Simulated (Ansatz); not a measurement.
H6Si2, charge +3, doublet, at a GFN2-xTB geometry of the parent state (a state made from the parent by changing its charge; the spin is typed, not shown lowest); R2SCAN/3-21G (Ansatz, an electronic-structure program).

Ansatz was given this input:
Ansatz 0.2 input:
```yaml
crystal:
  periodic: [false, false, false]
  atoms:
    - {symbol: Si, position_ang: [0.01894810, -0.00753804, 1.34261774]}
    - {symbol: Si, position_ang: [-0.01894810, 0.00753804, -1.34261774]}
    - {symbol: H, position_ang: [0.04238232, 1.42341562, 1.61366679]}
    - {symbol: H, position_ang: [-1.22761254, -0.70825227, 1.61962187]}
    - {symbol: H, position_ang: [1.25322158, -0.74221207, 1.58441968]}
    - {symbol: H, position_ang: [-0.01132274, -1.42350399, -1.61410563]}
    - {symbol: H, position_ang: [-1.26883003, 0.71535561, -1.58435019]}
    - {symbol: H, position_ang: [1.21216140, 0.73519710, -1.61925253]}
basis:
  gaussian:
    orbitals: 3-21G.json
hamiltonian:
  xc: r2scan
total_charge: 3
magnetization: {spin_polarized: true, initial_magnetization: 1}
```
The basis file holds 3-21G in the JSON format of the Basis Set Exchange.

It wrote (shortened):

```
Functional definition: r2SCAN
412 factors; integrals over basis functions are off by at most 2.8e-4 eV
mean field evaluation 1: about -15714.5953 eV, gradient 7.9e0 eV
mean field evaluation 2: about -15714.1996 eV, gradient 9.3e0 eV
mean field evaluation 4: about -15714.8752 eV, gradient 4.2e0 eV
mean field evaluation 8: about -15715.0643 eV, gradient 2.3e0 eV
mean field evaluation 16: about -15715.1419 eV, gradient 3.8e-1 eV
mean field evaluation 32: about -15715.1178 eV, gradient 3.5e-5 eV
mean field evaluation 64: about -15715.0988 eV, gradient 1.8e-1 eV
mean field evaluation 96: about -15714.3493 eV, gradient 6.5e0 eV
mean field evaluation 128: about -15715.1003 eV, gradient 4.1e-6 eV
mean field evaluation 160: about -15715.1178 eV, gradient 2.4e-6 eV
mean field -15715.11778758 eV, -577.5199266043 hartree, gradient 6.2e-6 eV, S^2 0.841902; 8 other end points of the search recorded, 0 dependent functions left out
reference -15715.11779707 eV, -577.5199269529 hartree; 16, 15 occupied and 22, 23 virtual orbitals, 412 factors
Total energy: -15715.11779707 eV, -577.5199269529 hartree
```
